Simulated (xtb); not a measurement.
xtb input (GFN1-xTB):

```bash
xtb mol.xyz --gfn 1 --sp --chrg 1 --uhf 0
```
mol.xyz:
```
2

Be    -0.00000000    -0.00000000    -0.26442914
H      0.00000000     0.00000000     1.05771656
```

End of the output:

```
         :::::::::::::::::::::::::::::::::::::::::::::::::::::
         ::                     SUMMARY                     ::
         :::::::::::::::::::::::::::::::::::::::::::::::::::::
         :: total energy              -0.759506780307 Eh    ::
         :: gradient norm              0.020889358384 Eh/a0 ::
         :: HOMO-LUMO gap              3.202989766766 eV    ::
         ::.................................................::
         :: SCC energy                -0.767115552576 Eh    ::
         :: -> electrostatic           0.160254887459 Eh    ::
         :: repulsion energy           0.007738246841 Eh    ::
         :: dispersion energy         -0.000129474572 Eh    ::
         :: halogen bond corr.         0.000000000000 Eh    ::
         :: add. restraining           0.000000000000 Eh    ::
         :: total charge               1.000000000000 e     ::
         :::::::::::::::::::::::::::::::::::::::::::::::::::::

           -------------------------------------------------
          |                Property Printout                |
           -------------------------------------------------

    * Orbital Energies and Occupations

         #    Occupation            Energy/Eh            Energy/eV
      -------------------------------------------------------------
         1        2.0000           -0.7768494             -21.1391 (HOMO)
         2                         -0.6591417             -17.9362 (LUMO)
         3                         -0.5818666             -15.8334
         4                         -0.5818666             -15.8334
         5                         -0.3194725              -8.6933
         6                          0.1153272               3.1382
      -------------------------------------------------------------
                  HL-Gap            0.1177077 Eh            3.2030 eV
             Fermi-level           -0.7179956 Eh          -19.5377 eV

  Mulliken/CM5 charges         n(s)   n(p)   n(d)
     1Be    0.96995  0.99683   0.754  0.276  0.000
     2H     0.03005  0.00317   0.970  0.000  0.000

Wiberg/Mayer (AO) data.
largest (>0.10) Wiberg bond orders for each atom

 ---------------------------------------------------------------------------
     #   Z sym  total        # sym  WBO       # sym  WBO       # sym  WBO
 ---------------------------------------------------------------------------
     1   4 Be   0.999 --     2 H    0.999
     2   1 H    0.999 --     1 Be   0.999
 ---------------------------------------------------------------------------

Topologies differ in total number of bonds
Writing topology from bond orders to xtbtopo.mol

 dipole moment from electron density (au)
     X       Y       Z
   0.0000   0.0000  -1.7683  total (Debye):    4.495

           -------------------------------------------------
          | TOTAL ENERGY               -0.759506780307 Eh   |
          | GRADIENT NORM               0.020889358384 Eh/α |
          | HOMO-LUMO GAP               3.202989766766 eV   |
           -------------------------------------------------

------------------------------------------------------------------------
------------------------------------------------------------------------
 total:
Note: The following floating-point exceptions are signalling: IEEE_DENORMAL
normal termination of xtb
 SCF:
```
